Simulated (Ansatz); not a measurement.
This was printed by a script on Ansatz 0.2.0 through its Python package, for a ladder of basis sets of CHNS, SMILES N#CS. What did the script look like? Settings (for the species named): MP2, cc-pVDZ basis, multiplicity 1. The script varies basis: cc-pVDZ, cc-pVTZ.

```csv
atom,x (Å),y (Å),z (Å)
N,1.0043,-0.2402,1.4940
C,0.3711,-0.2945,0.4829
S,-0.5103,-0.4050,-0.9818
H,-0.8096,0.8793,-1.0154
```

Running `python run_basis.py` prints:
```text
cc-pVDZ          51 orbitals  reference    -490.407287 Ha  total    -490.828864 Ha
cc-pVTZ         108 orbitals  reference    -490.447779 Ha  total    -490.969330 Ha
correlation energy: -0.421577 and -0.521551 Ha, extrapolated -0.563645 Ha
share caught by the larger set: 92.5 %
```

The script that was run (others could print the same):

The script, `run_basis.py`:
```python
"""Basis-set convergence for CHNS."""

import ansatz as az

geometry_ang = [
    ("N", [1.0043, -0.2402, 1.494]),
    ("C", [0.3711, -0.2945, 0.4829]),
    ("S", [-0.5103, -0.405, -0.9818]),
    ("H", [-0.8096, 0.8793, -1.0154]),
]
geometry = az.Crystal.molecule()
for symbol, xyz in geometry_ang:
    geometry = geometry.atom(symbol, xyz)

setup = geometry.calculation().correlation("mp2")

energies = {}
for basis in ["cc-pVDZ", "cc-pVTZ"]:
    r = setup.basis(gaussian=basis).run().report
    size = r["n_frozen"] + r["n_occupied"][0] + r["n_virtual"][0]
    energies[basis] = (r["reference_energy_ev"] / 27.211386246, r["free_energy_ev"] / 27.211386246)
    print(f"{basis:14s} {size:4d} orbitals  reference {energies[basis][0]:14.6f} Ha  total {energies[basis][1]:14.6f} Ha")

# correlation energy at the basis limit from E(X) = E + A / X^3
small, large = (energies[b][1] - energies[b][0] for b in ("cc-pVDZ", "cc-pVTZ"))
limit = (3 ** 3 * large - 2 ** 3 * small) / (3 ** 3 - 2 ** 3)
print(f"correlation energy: {small:.6f} and {large:.6f} Ha, extrapolated {limit:.6f} Ha")
print(f"share caught by the larger set: {100 * large / limit:.1f} %")
```

Against cc-pVDZ: cc-pVTZ -140.5 mHa. The last step alone is -140.47 mHa.

Caveats:
- The drop along the ladder measures the basis error, and is no property of the molecule.
- The geometry is a force-field or estimated start, not a minimum of this method, and the last set is no limit. Much of the fall in a total is atomic energy, which cancels in bond and reaction energies.
- Inner cores stay frozen, so this is valence correlation.
- For Al to Cl the sets with a tight d function, cc-pV(X+d)Z, are usual.
- An extrapolation from small basis sets is rough.
- The whole script took 2 s on 1 thread of Intel(R) Xeon(R) Processor @ 2.30GHz, on a shared host, peak memory 0.23 GiB.
